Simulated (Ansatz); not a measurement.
# CH₄+ (doublet): wave-function methods side by side at a displaced geometry (v2), cc-pVDZ

How much of the correlation energy of CH₄+ (doublet) does each wave-function method recover here?

Computed with Ansatz 0.2.0, Gaussian basis. Level: cc-pVDZ, core rule «outside noble gas», up to 1 orbitals frozen.

The runs, in order: UHF; CCSD(T) on ROHF; CCSD(T) on UHF; BCCD(T) on ROHF; CISD; CCSDT(Q) on ROHF; CCSDT(Q) on UHF; CASSCF and MRCISD+Q, 7 electrons in 8 orbitals; CASSCF and NEVPT2, 7 electrons in 8 orbitals.

13 further runs of the same task are left out: 1 for a mislabelled method, 3 that didn't finish, 9 set aside as unsound or not needed.

## (1) The geometry

The geometry is a PBE0/def2-TZVP stationary point (not a proven minimum) with its atoms shifted at random (size 0.100 Å).

5 atoms, charge 1, spin multiplicity 2.

Atoms are counted from 1 here; the program's logs count them from 0.

Bond lengths: C1–H2 1.092 Å, C1–H3 1.171 Å, C1–H4 1.056 Å, C1–H5 1.213 Å. Angles: H2–C1–H3 94.7°, H2–C1–H4 96.1°, H2–C1–H5 156.9°, H3–C1–H4 136.2°, H3–C1–H5 93.6°, H4–C1–H5 92.7°.

## (2) UHF

in.yaml reads:

```yaml
crystal:
  periodic: [false, false, false]
  atoms:
    - {symbol: C, position_ang: [0.023026, 0.012154, 0.002804]}
    - {symbol: H, position_ang: [0.222801, 0.770520, 0.762377]}
    - {symbol: H, position_ang: [-0.439427, -0.756941, 0.754425]}
    - {symbol: H, position_ang: [-0.344342, 0.679060, -0.728481]}
    - {symbol: H, position_ang: [0.286592, -0.837471, -0.821728]}
basis:
  gaussian: {orbitals: cc-pVDZ}
total_charge: 1
magnetization: {spin_polarized: true, initial_magnetization: 1}
hamiltonian: {xc: hf}
output: {orbitals: {seedname: orbitals}}
```

Launch:

```
> ansatz run in.yaml --threads 1 --pin off --events-out ev --progress --plain --max-ram 2393MiB
```

Further steps of the session: CCSD(T) on ROHF; CCSD(T) on UHF; BCCD(T) on ROHF; CISD; CCSDT(Q) on ROHF; CCSDT(Q) on UHF; CASSCF and MRCISD+Q, 7 electrons in 8 orbitals; CASSCF and NEVPT2, 7 electrons in 8 orbitals.

**Question.** What will the summary of the whole plan be? Wanted: UCCSDT(Q) below the RHF energy; RMP2 from UCCSDT(Q); UMP2 from UCCSDT(Q); RCCSD from UCCSDT(Q); RCCSD(T) from UCCSDT(Q); UCCSD(T) from UCCSDT(Q); RCCSDT(Q) from UCCSDT(Q); NEVPT2 valence from UCCSDT(Q); MRCISD+Q valence from UCCSDT(Q).

**Answer**, as computed:

| quantity | value |
| --- | --- |
| UCCSDT(Q) below the RHF energy | -4.5334 eV |
| RMP2 from UCCSDT(Q) | +745.6 meV |
| UMP2 from UCCSDT(Q) | +762.1 meV |
| RCCSD from UCCSDT(Q) | +113.4 meV |
| RCCSD(T) from UCCSDT(Q) | +19.2 meV |
| UCCSD(T) from UCCSDT(Q) | +19.0 meV |
| RCCSDT(Q) from UCCSDT(Q) | +0.3 meV |
| NEVPT2 valence from UCCSDT(Q) | +529.3 meV |
| MRCISD+Q valence from UCCSDT(Q) | +4.8 meV |
| levels within 1 kcal/mol (43 meV) | RCCSD(T), UCCSD(T), BCCD(T), RCCSDT, UCCSDT, RCCSDT(Q), MRCISD+Q valence |
| T1 diagnostic | 0.012 |
| effectively unpaired electrons | 1.02 |

RCCSD(T) misses by +19.2 meV, 0.4 % of the correlation energy. One determinant dominates. Of the multireference levels listed MRCISD+Q valence comes nearest in total energy (+4.8 meV), which doesn't show that its space is the better one. These misses are within one basis, not against nature; the frozen cores of restricted and unrestricted runs differ, which can shift their rows.
